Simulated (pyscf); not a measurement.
Thermochemistry of product channels of Cl–In [singlet] + H₂O on the singlet surface, in kJ/mol, from ωB97M-D3(BJ)/def2-TZVP energies (ideal gas, 1 atm, RRHO with modes under 100 cm⁻¹ raised to 100, one conformer, R ln 2 for rigid chiral ones). Single points on ωB97X-D3(BJ)/def2-SVP structures (PySCF, gas phase).

| products | ΔE | ΔH(298 K) | ΔG(900 K) | ΔG(1200 K) |
|---|---|---|---|---|
| O=In–Cl + H₂ | +302.9 | +281.7 | +301.0 | +303.9 |
| HO–In [singlet] + HCl | +104.8 | +94.1 | +86.3 | +82.7 |
| HO–InH–Cl | +48.2 | +39.5 | +146.4 | +178.8 |

These are energies of the channels, which say nothing of barriers. Elements past Kr carry the def2 core potentials, without spin-orbit coupling.
